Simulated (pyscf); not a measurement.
Four-centre exchange: H₂B–O–SnH₃ + NH₃ → HO–SnH₃ + H₂B–NH₂

Gas phase, singlet surface, charge 0. Bonds broken: O2–B3, N9–H10. Bonds formed: O2–H10, B3–N9. PySCF, gas phase, ωB97X-D3(BJ)/def2-SVP geometries.

Transition state (Å):

```xyz
12

Sn    -2.7046     0.2384    -0.8632
O     -1.3920    -0.2511     0.5745
B      0.1232     0.1257     0.3011
H     -2.1905    -0.5870    -2.2561
H     -4.2102    -0.3094    -0.2794
H     -2.6550     1.9352    -1.0253
H      0.8259    -0.8690     0.2512
H      0.2080     0.8917    -0.6582
N      0.1901     0.8876     1.6828
H     -1.0507     0.4096     1.4926
H      0.3554     1.8908     1.6499
H      0.7750     0.4706     2.4031
```

One imaginary mode, 1306i cm⁻¹; descent along it reached the two sides named, in the forms told below.

```tsv
bond	change	reactant side (Å)	saddle	product side
O2–B3	breaks	1.440	1.585	1.715
N9–H10	breaks	1.022	1.343	2.194
O2–H10	forms	2.590	1.182	0.973
B3–N9	forms	1.664	1.579	1.484
```

Electronic energies relative to the separated reactants (eV):

| level | barrier | reaction energy | reverse barrier |
|---|---|---|---|
| ωB97X-D3(BJ)/def2-TZVP | 0.43 | +0.09 | 0.34 |
| PBE/def2-TZVP | 0.25 | 0.00 | 0.26 |
| r²SCAN/def2-TZVP | 0.31 | +0.05 | 0.26 |
| B3LYP-D3(BJ)/def2-TZVP | 0.48 | +0.06 | 0.43 |
| PBE0-D3(BJ)/def2-TZVP | 0.26 | +0.02 | 0.23 |
| M06-2X/def2-TZVP | 0.37 | +0.07 | 0.30 |
| ωB97M-D3(BJ)/def2-TZVP | 0.44 | +0.05 | 0.39 |
| HF/def2-TZVP | 1.25 | +0.11 | 1.14 |

With ωB97M-D3(BJ)/def2-TZVP energies and thermal terms (ideal gas, 1 atm, RRHO with modes under 100 cm⁻¹ raised to 100, one conformer, R ln 2 for chiral ones without a mode under 150 cm⁻¹), in eV:

```json
[
 {"T (K)": "298", "ΔH‡": "0.40", "ΔG‡": "0.90", "ΔH": "+0.05", "ΔG": "+0.03"},
 {"T (K)": "600", "ΔH‡": "0.40", "ΔG‡": "1.41", "ΔH": "+0.05", "ΔG": "+0.02"},
 {"T (K)": "900", "ΔH‡": "0.43", "ΔG‡": "1.92", "ΔH": "+0.06", "ΔG": "0.00"},
 {"T (K)": "1200", "ΔH‡": "0.46", "ΔG‡": "2.41", "ΔH": "+0.06", "ΔG": "-0.02"}
]
```

On the reactant side the descent ends in an adduct with a B–N contact, 0.55 eV under the separated species and 0.99 eV under the saddle at ωB97X-D3(BJ)/def2-TZVP. On the product side the descent ends in an adduct with a B–O contact, 0.07 eV under the separated species and 0.42 eV under the saddle at ωB97X-D3(BJ)/def2-TZVP. What is counted as formed (B–N) is already present as a longer contact in the reactant adduct; forming that adduct is a step of its own. What is counted as broken (B–O) persists as a longer contact in the product adduct; parting that adduct is a step of its own. One saddle was located; it need not be the lowest between these sides. Elements past Kr carry the def2 core potentials, without spin-orbit coupling.
